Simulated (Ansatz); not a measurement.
## [BH2···H···GeH3], doublet along the distance B1-H4

Starting geometry:

```
atom    x (Å)    y (Å)    z (Å)
   B  -2.9359   0.0000   0.0000
   H  -3.5326   1.0336   0.0000
   H  -3.5326  -1.0336   0.0000
   H  -1.7424   0.0000   0.0000
  Ge   0.5181   0.0000   0.0000
   H   0.9868  -1.4659   0.0000
   H   0.9868   0.7330  -1.2695
   H   0.9868   0.7330   1.2695
```

From there H4 is moved from one fragment to the other while all else, the fragments' distance too, stays fixed; atoms are numbered as listed. Energies are in eV, counted from the starting geometry at the same level.

Basis cc-pVDZ; Ansatz 0.2.0. Correlated methods freeze the noble-gas cores and the filled d shells of p-block atoms. R marks a restricted (for open shells ROHF) determinant, U an unrestricted one. Active spaces: frontier = (9e, 9o) about the gap. No spin–orbit coupling is included, and no scalar relativity.

Runs in a small pair space aren't shown, since their orbitals change along the scan.

Full CI isn't at hand for all of this; UCCSDT(Q) serves as the reference, and is uncertain by about the last step of the cluster series. The frozen core follows each run's orbitals, which can shift R against U totals by a few meV for light atoms and by up to 0.1 eV past Ca.

| distance B1-H4 (Å) | UCCSDT(Q) | error UHF | error RMP2 | error UCCSD | error UCCSD(T) | error RCCSDT | error MRCISD+Q (frontier space) |
| --- | --- | --- | --- | --- | --- | --- | --- |
| 1.194 | 0.000 | 0.000 | 0.000 | 0.000 | 0.000 | 0.000 | 0.000 |
| 1.298 | 0.101 | 0.056 | 0.012 | 0.007 | 0.002 | 0.000 | 0.003 |
| 1.507 | 0.581 | 0.147 | 0.032 | 0.025 | 0.006 | 0.000 | 0.009 |
| 1.715 | 0.856 | 0.101 | 0.047 | 0.026 | 0.007 | -0.001 | 0.010 |
| 1.924 | 0.895 | -0.038 | 0.021 | 0.007 | 0.002 | -0.003 | 0.005 |

Errors are those of relative energies. In total energy the starting point itself misses UCCSDT(Q) by: UHF 6.617, RMP2 1.496, UCCSD 0.143, UCCSD(T) 0.030, RCCSDT 0.007, MRCISD+Q (frontier space) 0.025 eV.

Spread of the error over the points with a reference, to 1.924 Å (largest less smallest): RCCSDT 0.003, UCCSD(T) 0.007, MRCISD+Q (frontier space) 0.010, UCCSD 0.026, RMP2 0.047, UHF 0.185 eV.
